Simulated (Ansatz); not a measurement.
`CC/C(O)=C/F`. Charge 0, multiplicity 1.

```xyz
13

C     0.841   -0.868   -1.274
C     0.053    0.358   -0.830
C    -0.504    0.221    0.541
O    -1.391   -0.794    0.679
C    -0.162    1.012    1.551
F    -0.714    0.811    2.773
H     1.205   -0.742   -2.296
H     0.219   -1.763   -1.243
H     1.703   -1.033   -0.624
H     0.683    1.250   -0.860
H    -0.779    0.532   -1.521
H    -1.688   -0.820    1.596
H     0.535    1.835    1.508
```

Problem. What are the harmonic wavenumbers in cm⁻¹ at PBE0-D4/def2-TZVP (Ansatz, finite differences of forces, unscaled)? (An estimate is asked.)

Solution. The calculation gave: 88, 187, 202, 257, 359, 402, 460, 590, 673, 731, 793, 903, 1003, 1071, 1093, 1125, 1205, 1277, 1325, 1363, 1400, 1424, 1466, 1488, 1502, 1781, 3047, 3057, 3101, 3132, 3145, 3269, 3823.

Problem. Is this a minimum?

Solution. Yes, all 33 modes are real.

Problem. Give the ideal-gas thermochemistry at 298.15 K and 1 bar (rigid rotor, harmonic oscillator; point group C1, symmetry number 1).

Solution. Zero-point energy 279.6 kJ/mol; H(298) − E = 300.0 kJ/mol; entropy 337.9 J/(mol·K), of which translation 165.0, rotation 112.2, vibration 60.7; G(298) − E = 199.3 kJ/mol. Modes under 100 cm⁻¹ are hindered rotations or soft bends, so the harmonic entropy is rough.

Problem. And at 400, 500, 600, 800 and 1000 K?

Solution. 
```csv
T (K),H − E (kJ/mol),S (J/mol/K),G − E (kJ/mol)
400,312.4,373.5,163.0
500,327.1,406.1,124.0
600,343.8,436.6,81.9
800,382.3,491.8,-11.1
1000,425.8,540.2,-114.4
```
